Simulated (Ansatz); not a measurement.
Ideal-gas functions of C₃H₃F, SMILES `C=C=CF` at 800 K and 1 bar, from an Ansatz frequency run at PBE0-D4/def2-TZVP.

Molar mass 58.06 g/mol, point group Cs (symmetry number 1), electronic degeneracy 1, moments of inertia 10.682, 116.958, 124.173 u Å². Harmonic wavenumbers (cm⁻¹, unscaled): 220, 305, 630, 643, 867, 935, 1022, 1035, 1216, 1368, 1485, 2094, 3133, 3211, 3212.

Use S(trans) = R[1.5 ln M + 2.5 ln T − 1.1517]; rotational temperatures θ = 24.2544 K / I; S(rot) = R[ln(√π/σ · √(T³/θAθBθC)) + 1.5]; for each mode x = 1.438777 ν̃/T, S = R[x/(eˣ − 1) − ln(1 − e⁻ˣ)] and H = RT x/(eˣ − 1); 1 cm⁻¹ = 0.0119627 kJ/mol; R = 8.31446 J/(mol·K).

By hand: the entropy, in J/(mol·K).

Translation 180.0. Rotation: θ = 2.2706, 0.2074, 0.1953 K, giving 110.5. Vibration, mode by mode: 16.08, 13.41, 7.71, 7.55, 5.42, 4.91, 4.33, 4.25, 3.29, 2.65, 2.25, 0.94, 0.20, 0.18, 0.18, in all 73.3. Electronic 0.0. Sum 363.8 J/(mol·K).

By hand: H − E and G − E in kJ/mol, counted from the electronic energy.

Zero-point energy ½ × 21376 × 0.0119627 = 127.9; thermal vibration 33.1; translation, rotation and pV give 4 RT = 26.6. H − E = 187.6 kJ/mol, and G − E = 187.6 − 800 × 363.8/1000 = -103.4 kJ/mol.

Vibration gives 20 % of the entropy.
